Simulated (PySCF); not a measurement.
Property card for `C/C=C\C1=CC1`

Species: C6H8.
Atom-mapped SMILES: `[CH3:1]/[CH:2]=[CH:3]\[C:4]1=[CH:5][CH2:6]1` (hydrogens: H7, H8, H9 on C1; H10 on C2; H11 on C3; H12 on C5; H13, H14 on C6)

Cartesian coordinates in Å at the GFN2-xTB level; atoms count from 1:
```xyz
14
C6H8 angstrom
C      1.5905   -0.3846   -1.0101
C      1.4751    0.6647    0.0395
C      0.3799    0.9489    0.7523
C     -0.8761    0.2990    0.6373
C     -2.1227    0.1730    1.0183
C     -1.6771   -0.7667   -0.0586
H      1.8783    0.0693   -1.9589
H      2.3726   -1.0948   -0.7401
H      0.6560   -0.9197   -1.1423
H      2.3764    1.2359    0.2222
H      0.4163    1.7389    1.4937
H     -2.9472    0.4579    1.6229
H     -1.5080   -1.8127    0.1809
H     -2.0147   -0.6097   -1.0792
```

Some functional groups and rings: C=C double bond and cyclopropene ring.

From GFN2-xTB geometry:

| Property | Result |
| --- | --- |
| Point group of the GFN2-xTB geometry | Cs |
| Rotational constants A, B, C of the GFN2-xTB geometry | 8.082, 2.461, 1.933 GHz |

**PBE0/def2-SVPD ground state and vertical TDDFT (core frozen in the response) (PySCF)**

| Quantity | Value |
| --- | --- |
| Dipole moment | 0.69 D |
| HOMO energy | -6.33 eV |
| LUMO energy | -0.94 eV |
| HOMO–LUMO gap | 5.39 eV |
| Lowest singlet excitation | 5.03 eV (246 nm, f = 0.403) |
| Strongest line among the 6 lowest singlet transitions | S1 at 5.03 eV (246 nm, f = 0.403) |
| Lowest triplet excitation (Tamm–Dancoff) | 2.81 eV |
| Static isotropic polarisability | 74.6 au |
| Electronic spatial extent ⟨r²⟩ about the centre of nuclear charge | 650 bohr² |

PBE0/pcSseg-1 ground state and GIAO shieldings, non-relativistic (PySCF):

| Property | Result |
| --- | --- |
| Lowest Hirshfeld atomic charge | -0.12 e on C1 |
| Highest Hirshfeld atomic charge | +0.07 e on H12 |
| 13C chemical shifts (computed TMS as zero) by class | 144.9 (C2), 122.7 (C3), 120.9 (C4), 108.7 (C5), 16.9 (C1), 10.7 (C6) ppm |
| 1H chemical shifts (computed TMS as zero) by class | 6.88 (H12), 6.59 (H11), 6.39 (H10), 2.40 (H7/H8/H9), 1.40 (H13/H14) ppm |
| Mayer bond orders between heavy atoms | C1–C2 1.07, C2–C3 1.83, C3–C4 1.10, C4–C5 1.60, C5–C6 0.96, C6–C4 0.92 |

Monoisotopic mass (most abundant isotopes): 80.0626 u.

The largest Löwdin shares of the HOMO are 0.25 on C5, 0.17 on C2, 0.16 on C4 and 0.12 on C3. No computed singlet falls in the visible range (750 to 380 nm, 1.65 to 3.26 eV); S1 lies 1.77 eV above its blue end. The principal polarisabilities are 49.2, 68.7 and 105.9 au; their mean is the isotropic value. The rotational constants make it an asymmetric top with κ = (2B − A − C)/(A − C) = -0.83, nearer the prolate limit (−1). The dipole equals about 2.3 × 10⁻³⁰ C·m (1 D = 3.33564 × 10⁻³⁰ C·m). The vertical singlet–triplet gap S1 − T1 is 2.22 eV (TDDFT singlet less Tamm–Dancoff triplet; S1: HOMO→LUMO, weight 0.96; T1: HOMO→LUMO, weight 0.96).

Isolated species at its GFN2-xTB geometry (one conformer only). NMR classes are plain means over equivalent atoms (diastereotopic ones count apart unless rotation or inversion swaps them), as if these changed places fast; in this geometry the members of some classes differ.
